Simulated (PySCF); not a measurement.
**Ar: ionisation energy**

Ar [Ar] (1S) → Ar⁺ [Ne] 3s2 3p5 (2P), as a difference of total energies. Computed with PySCF 2.14 in dyall-av3z, with scalar relativity by spin-free X2C-1e. Correlated levels: valence: [Ne] frozen; virtual orbitals above 40 to 60 times the deepest correlated orbital energy dropped. The calculations carry no spin-orbit coupling.

```csv
method,ionisation energy (eV)
UHF,14.537
LDA,15.975
PBE,15.690
PBE0,15.699
r2SCAN,15.743
PW91,15.759
BLYP,15.582
M06,15.764
BHandHLYP,15.600
MP2 (valence),15.716
SCS-MP2 (valence),15.613
```

Q: How much does correlation contribute at MP2 (valence)?

A: 15.716 − (14.537) = 1.179 eV, measured against UHF.

Errors of the correlated levels include the incompleteness of this basis and the frozen core.

For comparison: 15.819 eV (measured; NIST levels, between the centres of gravity of the two terms).
